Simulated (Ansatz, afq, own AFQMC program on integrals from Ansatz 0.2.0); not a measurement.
**NHO, triplet: AFQMC among the cluster methods**

| atom | x (Å) | y (Å) | z (Å) |
| --- | --- | --- | --- |
| N | 0.0000 | -0.0661 | 0.8149 |
| O | 0.0000 | 0.1125 | -0.6428 |
| H | 0.0000 | -0.8663 | -1.1206 |

Connectivity, by distances: N–OH.

Basis cc-pVDZ. Noble-gas cores (and the filled d shells of Ga–Kr and In–Xe) are frozen. Ansatz 0.2.0 and our own AFQMC program on the same integrals; the CISD trial comes from CCSD amplitudes, and released means the phaseless constraint is let go. ± is one standard error of the sampling.

Determinant: UHF, the one that the program's search chose, which needn't be the lowest solution. The geometry is a point of a scan.

No full CI on the walks' own integrals is used here; CCSDT(Q) serves as the reference and is uncertain by about the last step of the cluster series.

Cautions: lower spins were not checked; the released energies are still falling, so no released level is given (meV from the phaseless value at times in 1/Eh: -4 ± 24 at 0.24, -1 ± 17 at 0.51, -31 ± 18 at 0.99, -37 ± 22 at 1.62, -59 ± 26 at 2.40), though the last usable value meets CCSDT(Q) within the noise.

```
T1 diagnostic                               : 0.0285
weight of the determinant in the CISD state : 0.885
⟨S²⟩ of the determinant                     : 2.027
size of the correlated space                : 12 electrons in 31 orbitals
```

| level | correlation energy (eV) |
| --- | --- |
| MP2 | -8.1601 |
| CCSD | -8.7834 |
| CCSD(T) | -9.0263 |

Q: Estimate where phaseless AFQMC with a CISD trial lies against CCSD(T) on the same integrals.

A: 0.92 ± 0.32 kcal/mol below CCSD(T).

Reference: CCSDT(Q), correlation energy -9.088 eV.

| level | E − E(reference) (kcal/mol) | share of correlation (%) |
| --- | --- | --- |
| CCSD(T) | 1.42 | 99.32 |
| CCSDT | 0.75 | 99.64 |
| ph-AFQMC/CISD | 0.50 ± 0.32 | 99.76 |

A walk keeps the symmetry of its determinant, which the program's search chose and which needn't be the lowest solution, so a lower state of the same spin and another symmetry isn't excluded.
